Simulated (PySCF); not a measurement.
Gas-phase reaction: 2 CH3SiH3 + H2 → Si2H6 + 2 CH4

Energies from PySCF, thermal terms from the rigid-rotor harmonic-oscillator model, ideal gas at 1 bar. † marks an energy on the PBE0/def2-TZVP geometry and frequencies; other levels use their own. MP2 freezes the core. All species are closed-shell singlets. MP2 isn't extrapolated to the basis-set limit; its ΔH°(298 K) is -24.4 kJ in def2-SVP and -11.5 kJ in def2-TZVPP. The harmonic model lacks anharmonicity and excited electronic states, which grow with temperature; levels with a mode under 35 cm⁻¹ are left out. Internal rotation in CH3SiH3, Si2H6 is treated as a harmonic vibration of one conformer, which makes the entropy rough.

ΔH° and ΔS° at 298 K: MP2/def2-TZVPP† -12 kJ, 5 J/K; PBE0/def2-QZVP† -30 kJ, 5 J/K; PBE0/def2-TZVP -31 kJ, 5 J/K.

### Question
With the heat capacities included, give log10 K (1 bar) at 600, 800, 1200, 1400, 1800 K from MP2/def2-TZVPP†, PBE0/def2-QZVP†, PBE0/def2-TZVP.

### Answer
```tsv
T (K)	MP2/def2-TZVPP†	PBE0/def2-QZVP†	PBE0/def2-TZVP
600	1.1	2.8	2.8
800	0.7	2.0	2.0
1200	0.2	1.1	1.1
1400	0.1	0.8	0.8
1800	-0.2	0.4	0.4
```
